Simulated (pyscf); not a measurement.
HCl + HS–In(Cl)–Cl → Cl–In(Cl)–Cl + H₂S (four-centre exchange; singlet surface; Cl–H, In–S broken, Cl–In, H–S formed). PySCF, gas phase, ωB97X-D3(BJ)/def2-SVP geometries. Energies in kcal/mol from the separated reactants.

```json
[
 {"level": "PBE/def2-TZVP", "barrier": "-5.7", "reaction energy": "-3.2"},
 {"level": "B3LYP-D3(BJ)/def2-TZVP", "barrier": "-4.0", "reaction energy": "-3.9"},
 {"level": "PBE0-D3(BJ)/def2-TZVP", "barrier": "-6.0", "reaction energy": "-3.3"},
 {"level": "M06-2X/def2-TZVP", "barrier": "___", "reaction energy": "___"},
 {"level": "ωB97M-D3(BJ)/def2-TZVP", "barrier": "___", "reaction energy": "-4.3"},
 {"level": "HF/def2-TZVP", "barrier": "11.9", "reaction energy": "-7.4"}
]
```

Task: Complete the blanks.

Result: 
- M06-2X/def2-TZVP, barrier: -4.2
- M06-2X/def2-TZVP, reaction energy: -4.9
- ωB97M-D3(BJ)/def2-TZVP, barrier: -1.5

On the reactant side the descent ends in an adduct with a Cl–In contact, 9.7 kcal/mol under the separated species and 4.0 kcal/mol under the saddle at ωB97X-D3(BJ)/def2-TZVP. On the product side the descent ends in an adduct with a In–S contact, 20.8 kcal/mol under the separated species and 18.4 kcal/mol under the saddle at ωB97X-D3(BJ)/def2-TZVP. At PBE, B3LYP-D3(BJ), PBE0-D3(BJ), M06-2X, ωB97M-D3(BJ) the saddle lies under the separated reactants, which points to a path from their complex (located at ωB97X-D3(BJ) alone). At PBE, PBE0-D3(BJ) the saddle lies under the separated products, which points to a path from their complex (located at ωB97X-D3(BJ) alone). What is counted as formed (Cl–In) is already present as a longer contact in the reactant adduct; forming that adduct is a step of its own. What is counted as broken (In–S) persists as a longer contact in the product adduct; parting that adduct is a step of its own. At ωB97X-D3(BJ) the barrier from the zero used here is -5.8 kcal/mol. One saddle was located; it need not be the lowest between these sides. Elements past Kr carry the def2 core potentials, without spin-orbit coupling.
